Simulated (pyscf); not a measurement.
HO–Si(OH)(F)–F (SMILES O[Si](O)(F)F) + H₂ (SMILES [H][H]) → HO–SiH(OH)–F (SMILES O[SiH](O)F) + HF (SMILES F), a four-centre exchange (singlet surface; F–Si, H–H broken, H–Si, F–H formed). PySCF, gas phase, ωB97X-D3(BJ)/def2-SVP geometries. Energies in eV from the separated reactants.

Small-basis levels: PySCF, no dispersion term, spherical d functions. AM1 to PM7: differences of heats of formation from MOPAC, which are fitted to 298 K values and so differ in kind from electronic energies by zero-point and thermal terms. Cost: rough CPU time at the saddle relative to B3LYP/6-31G*, from one job on a shared machine.

```tsv
level	barrier	reaction energy	cost
HF/STO-3G	3.88	+0.97	0.04
HF/3-21G	3.42	+1.83	0.05
HF/6-31G*	3.43	+1.59	0.09
MP2/6-31G*	2.93	+1.84	0.1
BP86/6-31G*	2.31	+1.73	1
B3LYP/STO-3G	2.39	+1.49	0.5
B3LYP/3-21G	2.40	+2.00	0.7
M06-2X/6-31G*	2.67	+1.79	3
PBE/def2-SVP	1.84	+1.35	2
AM1	4.30	+1.53	under 0.02
PM6	2.59	+2.28	under 0.02
PM7	4.12	+2.47	under 0.02
ωB97M-D3(BJ)/def2-TZVP	2.47	+1.41	–
```

Against the last row the barrier runs from -0.63 (PBE/def2-SVP) to +1.83 eV (AM1). ωB97M-D3(BJ)/def2-TZVP has limits of its own. On the product side the descent ends in a complex (not fully relaxed), 0.25 eV under the separated species and 1.34 eV under the saddle at ωB97X-D3(BJ)/def2-TZVP. This is the saddle that the search found; another between the same sides may lie lower.
